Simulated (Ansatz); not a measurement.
Cartesian coordinates (Å):
SMILES: O=CO
```xyz
5

O     -0.6805     1.1356    -0.2277
C     -0.3826     0.0462     0.1683
O      0.7698    -0.5887    -0.1058
H     -1.0076    -0.5873     0.8103
H      1.3009    -0.0058    -0.6740
```
Charge 0, multiplicity 1.

Method: frozen-core CCSD(T)/cc-pVTZ // B3LYP-D3(BJ)/def2-TZVP run with Ansatz (a program for electronic structure).

The HF energy is -188.84121 Ha and the MP2 correlation energy is -0.62976 Ha.

**Question.** Estimate the CCSD correlation energy, the (T) correction, the total energy and the T1 diagnostic.

**Answer.** 
- CCSD correlation energy: -0.63441 Ha
- (T) correction: -0.02618 Ha
- CCSD(T) total energy: -189.50180 Ha
- T1 diagnostic: 0.016
